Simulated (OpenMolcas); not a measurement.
**One shape, several levels: H2O3 (trioxidane)**

Wanted: a comparison of 6 runs (HF/STO-3G, BLYP/cc-pVTZ, M06-2X/cc-pVTZ, PBE0/cc-pVTZ, r2SCAN/cc-pVTZ, CCSD(T)/cc-pVTZ) of H2O3 (trioxidane). 

The results are computed with OpenMolcas 26.06.

1 further run of the same task is left out (it didn't finish).

## (1) The system as given

H2O3 has 5 atoms, charge 0, and is taken as a singlet. SMILES: `OOO`. The O3–H5 distance was set to 1.743 Å, away from the relaxed value. At this shape a bond of the SMILES string is far longer than usual.

Bond lengths: O1–O2 1.403 Å, O2–O3 1.403 Å, O1–H4 0.968 Å. Angles: O1–O2–O3 108.0°, O2–O1–H4 102.8°.

## (2) The energy at HF/STO-3G (run 1)

struct.xyz

```xyz
5

O     -1.021274    -1.379236     0.222740
O     -0.186604    -0.722846     1.139110
O      1.120136    -0.746116     0.629950
H     -1.363364    -0.651066    -0.316320
H      1.239280     0.782200    -0.199990
```

mol.input

```
* H2O3 Hartree-Fock

&GATEWAY
 BasLib=$CurrDir
 Coord=struct.xyz
 Basis=STO-3G
 Group=NoSym

&SEWARD

&SCF
 Thresholds=1e-10 1e-07 1e-07 1e-05
 PrOrbitals=0
```

The basis set STO-3G is read from a file made from the Basis Set Exchange's data (not shown).

On the command line:

```console
$ export MOLCAS_MEM=1860
$ pymolcas mol.input > mol.log
```

Standard output:

```text
--- Start Module: gateway ---
[...]
--- Stop Module: gateway /rc=_RC_ALL_IS_WELL_ ---
--- Start Module: seward ---
[...]
      Basis functions           17
--- Stop Module: seward /rc=_RC_ALL_IS_WELL_ ---
--- Start Module: scf ---
[...]
       Convergence after  15 Iterations
[...]
::    Total SCF energy                               -222.3811176872
[...]
      Total spin, S                                     0.0000000000
[...]
      Total electronic charge=   26.000000
      Total            charge=   -0.000000
[...]
      Dipole Moment (debye):
      Origin of the operator (angstrom)=   -0.0306   -0.9085    0.6268
                   X= -5.3656E-01               Y=  1.6731E+00               Z= -1.3671E+00           Total=  2.2262E+00
      Quadrupole Moment (debye*angstrom):
[...]
--- Stop Module: scf /rc=_RC_ALL_IS_WELL_ ---
[...]
```

It took 1.6 s on 1 thread of Intel Xeon Platinum 8375C at 2.90GHz (Ice Lake), shared host; peak memory 0.37 GiB.

## (3) The energy at BLYP/cc-pVTZ (run 2)

coord.xyz

```xyz
5

O     -1.021274    -1.379236     0.222740
O     -0.186604    -0.722846     1.139110
O      1.120136    -0.746116     0.629950
H     -1.363364    -0.651066    -0.316320
H      1.239280     0.782200    -0.199990
```

calc.inp

```
* H2O3 Kohn-Sham DFT
&GATEWAY
BasLib
$CurrDir
Coord
coord.xyz
Basis
cc-pVTZ
Group
NoSym
&SEWARD
GridInput
Grid=UltraFine
End of Grid
&SCF
KSDFT
BLYP
Thresholds
1e-10 1e-07 1e-07 1e-05
PrOrbitals
1 2
```

The basis set cc-pVTZ is read from a file made from the Basis Set Exchange's data (not shown).

On the command line:

```console
$ export MOLCAS_MEM=1860
$ pymolcas calc.inp > calc.log
```

Standard output:

```text
--- Start Module: gateway ---
[...]
--- Stop Module: gateway /rc=_RC_ALL_IS_WELL_ ---
--- Start Module: seward ---
[...]
      Basis functions          118
--- Stop Module: seward /rc=_RC_ALL_IS_WELL_ ---
[...]
--- Start Module: scf ---
[...]
       Convergence after  28 Iterations
[...]
::    Total KS-DFT energy                            -226.6606395635
[...]
      Total spin, S                                     0.0000000000
[...]
      Total electronic charge=   26.000000
      Total            charge=   -0.000000
[...]
      Dipole Moment (debye):
      Origin of the operator (angstrom)=   -0.0306   -0.9085    0.6268
                   X= -1.0983E+00               Y=  1.7566E+00               Z= -1.3242E+00           Total=  2.4587E+00
      Quadrupole Moment (debye*angstrom):
[...]
--- Stop Module: scf /rc=_RC_ALL_IS_WELL_ ---
[...]
```

Run time: 56 s. Hardware: 1 thread of Intel Xeon Platinum 8375C at 2.90GHz (Ice Lake), shared host; peak memory 0.74 GiB.

Runs 3 to 5 aren't shown in full; the table further down has their settings and results.

## (4) The energy at CCSD(T)/cc-pVTZ (Cholesky decomposition) (run 6)

calc.input

```
* H2O3 CCSD(T)

&GATEWAY
  BasLib=$CurrDir
  Coord
  5
  angstrom
  O       -1.021274      -1.379236       0.222740
  O       -0.186604      -0.722846       1.139110
  O        1.120136      -0.746116       0.629950
  H       -1.363364      -0.651066      -0.316320
  H        1.239280       0.782200      -0.199990
  Basis=cc-pVTZ
  Group=NoSym

&SEWARD
  High

&SCF
  Thresholds=1e-10 1e-07 1e-07 1e-05
  PrOrbitals=1 2

&CHCC
  Frozen=3
  Threshold=1e-08
  MaxIterations=80

&CHT3
  Frozen=3
```

The basis set cc-pVTZ is read from a file made from the Basis Set Exchange's data (not shown).

On the command line:

```console
$ export MOLCAS_MEM=1860
$ pymolcas calc.input > calc.log
```

Standard output:

```text
--- Start Module: gateway ---
[...]
--- Stop Module: gateway /rc=_RC_ALL_IS_WELL_ ---
[...]
      Basis functions          118
[...]
       Convergence after  16 Iterations
[...]
::    Total SCF energy                               -225.4601567016
[...]
      Total spin, S                                     0.0000000000
[...]
      Total electronic charge=   26.000000
      Total            charge=   -0.000000
[...]
      Dipole Moment (debye):
      Origin of the operator (angstrom)=   -0.0306   -0.9085    0.6268
                   X= -6.0009E-01               Y=  2.8283E+00               Z= -2.0272E+00           Total=  3.5312E+00
      Quadrupole Moment (debye*angstrom):
[...]
--- Start Module: chcc ---
[...]
--- Stop Module: chcc /rc=_RC_ALL_IS_WELL_ ---
[...]
--- Start Module: cht3 ---
[...]
--- Stop Module: cht3 /rc=_RC_ALL_IS_WELL_ ---
[...]
```

It took 20 min on 1 thread of Intel Xeon Platinum 8375C at 2.90GHz (Ice Lake), shared host; peak memory 0.31 GiB.

## (5) All runs side by side

```csv
run,level,integration grid,integral approximation,energy (Eh),dipole moment (D) of the reference,HOMO energy (eV),LUMO energy (eV),wall time
1,HF/STO-3G,–,none,-222.381118,2.23,-8.49,4.24,1.6 s
2,BLYP/cc-pVTZ,UltraFine,none,-226.660640,2.46,-6.81,-4.52,56 s
3,M06-2X/cc-pVTZ,UltraFine,none,-226.551074,3.20,-9.69,-2.88,50 s
4,PBE0/cc-pVTZ,UltraFine,none,-226.412251,2.86,-8.25,-3.74,36 s
5,r2SCAN/cc-pVTZ,UltraFine,none,-226.555877,2.65,-7.16,-4.54,47 s
6,CCSD(T)/cc-pVTZ (Cholesky decomposition),–,CD high,-226.286445,3.53,-11.73,-0.35,20 min
```

## (6) What came out

```
                                          quantity          value
                               run 6: total energy  -226.28644 Eh
         run 6: dipole moment (mean-field density)         3.53 D
        run 6: HOMO energy (Hartree–Fock orbitals)      -11.73 eV
        run 6: LUMO energy (Hartree–Fock orbitals)       -0.35 eV
      run 6: HOMO–LUMO gap (Hartree–Fock orbitals)       11.38 eV
run 6: correlation energy (3 core orbitals frozen)     -826.3 mEh
                             run 6: (T) correction     -40.41 mEh
```

What this shows: Over runs 1, 2, 3, 4, 5 the dipole moment (its size) runs from 2.23 D (HF/STO-3G) to 3.20 D (M06-2X/cc-pVTZ). The two ends differ in method and basis. Over runs 1, 2, 3, 4, 5 the HOMO–LUMO gap runs from 2.30 eV (BLYP/cc-pVTZ) to 12.73 eV (HF/STO-3G). Totals of different functionals can't be ranked against each other. In run 1 the basis is minimal, so the values are rough. In runs 1, 2, 3, 4, 5, 6 a closed-shell determinant meets a far-stretched bond, which it describes badly. All runs together took 24 min, the longest 20 min.
